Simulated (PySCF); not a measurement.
Compound: C₄H₈O₂.
Z-matrix (Å and degrees, GFN2-xTB geometry), rows numbered from 1:
```
C 
C   1  1.5253
C   2  1.5329  1  111.18
C   2  1.5135  1  110.33  3  -119.05
O   4  1.2007  2  125.98  1    34.38
O   4  1.3410  2  111.66  1  -147.25
H   1  1.0869  2  110.29  3   -56.34
H   1  1.0873  2  110.65  3  -176.69
H   1  1.0870  2  109.78  3    63.80
H   2  1.0934  1  110.76  3   121.46
H   3  1.0877  2  110.75  1   179.66
H   3  1.0872  2  109.80  1    59.66
H   3  1.0877  2  110.00  1   -59.98
H   6  0.9706  4  110.48  2  -177.73
```

Structure optimised with GFN2-xTB, isolated species.

Masses are those of the commonest isotopes; rigid-rotor values at the optimised geometry. The values belong to one conformer with, in the numbering `[CH3:1][CH:2]([CH3:3])[C:4](=[O:5])[OH:6]`, C1–C2–C4–O5 34°, C2–C4–O6–H -178°.

Task: Give the principal moments of inertia and the rotational constants in GHz.

Result: Ia = 100.31, Ib = 174.27, Ic = 211.78 u·Å²; 505379 MHz·u·Å²/I gives 5038, 2900 and 2386 MHz, that is A = 5.0382, B = 2.9000, C = 2.3864 GHz.

Task: Classify the top.

Result: An asymmetric top. Ray's parameter κ = (2B − A − C)/(A − C) = -0.613; −1 is the prolate and +1 the oblate limit.

Task: What does the inertial defect say?

Result: Not planar: Δ = Ic − Ia − Ib = -62.80 u·Å². For a rigid frame Δ = −2 Σ m c², so Σ m c² = 31.40 u·Å² lies off the ab plane: 7.61 from hydrogen and 23.79 from heavier atoms. The atom farthest from that plane is 1.63 Å away.

Task: Give the other two planar moments, Paa and Pbb, and the rms extents of the mass along the axes.

Result: Paa = Σ m a² = (Ib + Ic − Ia)/2 = 142.87 and Pbb = Σ m b² = (Ia + Ic − Ib)/2 = 68.91 u·Å². With the mass M = 88.05 u, the rms extents √(P/M) along a, b and c are 1.27, 0.88, 0.60 Å.

Task: List the rotational levels J(Ka,Kc) to J = 3 (MHz).

Result: Above 0(0,0):
J = 1: 1(0,1) 5286, 1(1,1) 7425, 1(1,0) 7938
J = 2: 2(0,2) 15777, 2(1,2) 17484, 2(1,1) 19025, 2(2,1) 25439, 2(2,0) 25521
J = 3: 3(0,3) 31322, 3(1,3) 32525, 3(1,2) 35598, 3(2,2) 41298, 3(2,1) 41695, 3(3,1) 53321, 3(3,0) 53330
Those of J = 1 are B + C, A + C and A + B.

Stationary, but not proved a minimum. These are rigid-rotor constants of the computed structure; measured ground-state constants (B0) also hold zero-point vibration.
